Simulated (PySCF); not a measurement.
Static response to an electric field

HSiF (singlet state).
Structure used (PBE0-D3(BJ)/def2-SVP), in Å, numbered top down from 1:
```xyz
3
FHSi angstrom
F      1.2348   -0.2906   -0.0060
Si    -0.0680    0.6989   -0.0252
H     -1.1439   -0.4134    0.0061
```

Level: CAM-B3LYP/def2-SVPD (PySCF), static field, nuclei fixed, core orbitals frozen in the response. The polarisability tensor in these axes (au):

```
x   32.76  2.86 -0.08
y    2.86 31.86 -0.08
z   -0.08 -0.08 29.02
```

**Question.** Give the principal values, the mean and the anisotropy Δα = √{½[(α1 − α2)² + (α2 − α3)² + (α1 − α3)²]}.

**Answer.** Principal values 29.02, 29.41 and 35.20 au; mean 31.21 au = 4.62 Å³ = 5.15 × 10⁻⁴⁰ C²·m²/J; Δα = 6.00 au (19 % of the mean).

**Question.** What is the dipole moment, and where does it point?

**Answer.** (-1.09, 0.54, -0.01) D, 1.22 D in size, pointing from the negative to the positive side. Measured along this direction, the outermost atoms are F1 at the negative end and H3 at the positive end.

**Question.** Traceless (Buckingham) quadrupole moment about the centre of nuclear charge: eigenvalues?

**Answer.** -3.41, -1.09, 4.51 D·Å. The values depend on the origin, since the dipole doesn't vanish. The electronic extent ⟨r²⟩ about the same centre is 106 bohr², a root-mean-square distance of 1.11 Å for the 24 electrons.

**Question.** Find the Langevin capture rate constant for H3O+ (19.018 u) meeting this molecule (47.983 u), k = 2.342 × 10⁻⁹ cm³/s × √(α in Å³ / reduced mass in u).

**Answer.** The reduced mass is 13.62 u, so k = 1.36 × 10⁻⁹ cm³/s. The formula leaves out the permanent dipole, which adds to the capture rate.

**Question.** What molar refraction does this α imply?

**Answer.** Lorentz–Lorenz: R = (4π/3)N_A α = 2.5225 cm³/(mol·Å³) × 4.62 Å³ = 11.7 cm³/mol, in the limit of long wavelengths.

Geometry: PBE0-D3(BJ)/def2-SVP; no solvent, vibrations or thermal averaging.
